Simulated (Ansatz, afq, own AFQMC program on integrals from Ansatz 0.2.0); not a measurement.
Two steps: Ansatz 0.2.0 writes the Fock matrix and Cholesky factors of the valence space, and afq projects on them the lowest state that overlaps trial and start.

```yaml
crystal:
  periodic: [false, false, false]
  atoms:
    - {symbol: Cl, position_ang: [0.000000, 0.000000, 0.000000]}
    - {symbol: Be, position_ang: [0.000000, 0.000000, 1.944600]}
basis:
  gaussian: {orbitals: aug-cc-pVDZ}
total_charge: -1
magnetization: {spin_polarized: true, initial_magnetization: 0}
correlation: {method: ccsd_t, electrons: outside_noble_gas, hamiltonian_folder: ham}
```

```sh
$ ansatz run in.yaml --threads 1 --pin off --events-out ev --progress --plain --max-ram 1843MiB
```

Options of the walk:

```
--method phaseless --trial hf --walkers 120 --populations 1 --least-time 40 --time-step 0.005 --steps-per-block 20 --equilibration-blocks 112 --max-blocks 600 --target-error 0.00114 --factor-cut 1e-05 --start spin_pure --seed 1642 --taylor-order 6
```

Times are imaginary, in 1/Eh. The walk had a cap of 797 s.

afq prints:

```
orbitals 44  electrons 5 5  factors 321 of 476
reference energy -474.18280766 Eh
CCSD correlation -0.21611137 Eh in 11 cycles, weight of the determinant in the CISD state 0.8571
energy of the start -474.182807 Eh
 block  time / (1/Eh)  mean weight  energy / Eh
     1     0.100  0.9990  -474.222436
     2     0.200  1.0023  -474.246599
     3     0.300  1.0006  -474.271435
     4     0.400  1.0007  -474.293199
     5     0.500  1.0007  -474.303080
    10     1.000  1.0008  -474.344994
    86     8.600  1.0008  -474.431081
   171    17.100  0.9981  -474.400360
   188    18.800  1.0013  -474.378318
   256    25.600  1.0003  -474.390194
   341    34.100  0.9994  -474.419960
   426    42.600  0.9997  -474.397102
   511    51.100  0.9992  -474.397112
   596    59.600  0.9999  -474.396508
   664    66.400  1.0002  -474.434675
   681    68.100  0.9998  -474.390918
   698    69.800  1.0007  -474.417907
blocks merged  error / Eh  count
     1  0.000611  600
     2  0.000807  300
     4  0.001068  150
     8  0.001304  75
    16  0.001405  37
    32  0.001295  18
    64  0.001305  9
energy -474.404275 +/- 0.001405 Eh
(rows thinned)
```

The run passed its tests (sampling time, drift between the halves within three errors, error under three times the target), which doesn't prove that it has relaxed.

Against this walk (error 38.2 meV) on the same determinant: CCSD(T) 37.1 meV lower (within the noise), CCSDT(Q) 67.9 meV lower (within the noise), a separate phaseless walk with a CISD trial and standard settings 79.1 ± 41.4 meV lower (within the noise). The error is statistical and leaves out the bias of the constraint.

Cautions: constraint bias not in the error; error above the target (38.2 against 31.0 meV); an unrestricted solution with more broken spin lies lower (28 meV, ⟨S²⟩ 0.26), while this determinant keeps restricted orbitals.

The walk took 4.9 min on 1 thread of Arm Neoverse V2, with other jobs on the host. The log's last line is the phaseless energy.

CCSDT and higher add their correlation energy to the determinant of the CCSD(T) run, since their own runs factorise the integrals more tightly (a shift of under 2 meV). A walk keeps the symmetry of its determinant, which the program's search chose and which needn't be the lowest solution, so a lower state of the same spin and another symmetry isn't excluded.
